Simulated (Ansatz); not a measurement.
**CaNi2: experiment and calculation**

**Measured values to compare with.**

From “Nearly itinerant ferromagnetism in CaNi2 and CaNi3”, 2012, arxiv:1204.6355, for a powder of CaNi2: lattice constant a 7.252 ± 0.006 Å.

The runs below are set against these values where they give the same quantity.

Computed with DFT PBEsol, scalar-relativistic, plane waves, PAW (Ansatz).

Cutoff 420 eV; k points 10×10×10 on the computed 6-atom cell (Γ-centred); Gaussian smearing, width 0.10 eV; no spin polarisation.

Relaxed structure, symmetry kept:

```xyz
6
Lattice="0.0000 3.5329 3.5329 3.5329 0.0000 3.5329 3.5329 3.5329 0.0000" Properties=species:S:1:pos:R:3 pbc="T T T"
Ca    0.0000    0.0000    0.0000
Ca    1.7665    1.7665    1.7665
Ni    4.4162    4.4162    4.4162
Ni    4.4162    2.6497    2.6497
Ni    2.6497    4.4162    2.6497
Ni    2.6497    2.6497    4.4162
```

```json
{
 "Space group": "Fd-3m (No. 227)",
 "Volume per atom": "14.70 Å³",
 "Formation energy from the elements' standard states (uncorrected)": "-0.179 eV/atom",
 "Kohn–Sham band gap": "none (metal)",
 "Density of states at the Fermi level": "6.13 states/eV per cell",
 "Löwdin character within 0.5 eV of the Fermi level": "Ni 3d 73 %, Ca 4s 9 %, unprojected 11 %",
 "Bulk modulus": "105 GPa",
 "Its pressure derivative": "4.4",
 "Bader charges (e)": "Ca (2 in the cell) 1.17, Ni (4 in the cell) -0.59"
}
```

Spin polarisation was left out, and a magnetic state may lie lower.

A ferromagnetic start lost its moments in a first run, so spin was left out; other magnetic orders weren't tried.

Measured lattice constant a of CaNi2: 7.252 Å (powder; the paper above). This calculation gives 7.066 Å (-2.6 %). 2 values of this kind are on record (7.251 to 7.252 Å); this one was drawn at random, those with a stated uncertainty first. The calculation is for 0 K without zero-point motion. The calculated magnetic order may not be the real one, and cell, gap and energy hang on it, so these differences aren't the functional's alone.